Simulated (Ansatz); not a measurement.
## Cu: one input, then a changed one

The structure comes from a relaxation in the same program, started in the fcc type, and has space group Fm-3m. Whether it is a known phase or the ground state wasn't checked.

First run: DFT, PBE, PAW with Ansatz's default frozen-core files, scalar-relativistic (Ansatz 0.2.0).

Command: `ansatz run input.yaml --threads 1 --pin off --max-ram 2048MiB --backend cpu --events-out ev --progress --plain --runs-dir out` The run took 7 s on 1 thread of AMD EPYC 7R43 64-Core Processor (Zen 3), on a shared host, peak memory 0.42 GiB.

```yaml
crystal:
  lattice:
    - [0.0, 1.8148843201, 1.8148843201]
    - [1.8148843201, 0.0, 1.8148843201]
    - [1.8148843201, 1.8148843201, 0.0]
  atoms:
    - { symbol: Cu, position: [0.0, 0.0, 0.0] }
kpoints:
  mp_grid: { grid: [20, 20, 20] }
  band_path:
    path:
      - [0.0, 0.0, 0.0]
      - [0.5, 0.0, 0.5]
      - [0.625, 0.25, 0.625]
      - [0.375, 0.375, 0.75]
      - [0.0, 0.0, 0.0]
      - [0.5, 0.5, 0.5]
      - [0.5, 0.25, 0.75]
      - [0.5, 0.0, 0.5]
    npoints: 14
scf:
  occupations: { method: fermi_dirac, width: 0.03 }
hamiltonian:
  xc: pbe
  pseudopotentials: { kind: paw }
output:
  forces: true
  stress: true
  eigenvalues: true
  efg: { contact_densities: true }
  populations: true
  bader: true
  dos: { projected: true, de: 0.2, e_range: [-14, 8] }
  write_density: true
  write_potential: true
  elf: true
  volumetric_format: npy
```

Result: converged; pressure 0.00 GPa; 6 SCF iterations.

The input is then changed:

```diff
@@ -21,4 +21,5 @@
 scf:
   occupations: { method: fermi_dirac, width: 0.03 }
+  algorithm: density_mixing
 hamiltonian:
   xc: pbe
@@ -30,9 +31,3 @@
   efg: { contact_densities: true }
   populations: true
-  bader: true
-  dos: { projected: true, de: 0.2, e_range: [-14, 8] }
-  write_density: true
-  write_potential: true
-  elf: true
-  volumetric_format: npy
```

(1) What does the second run give?

## Answers

(1) It converged; energy at zero smearing 0.0 meV/atom from the first run; pressure 0.00 GPa; 6 SCF iterations.
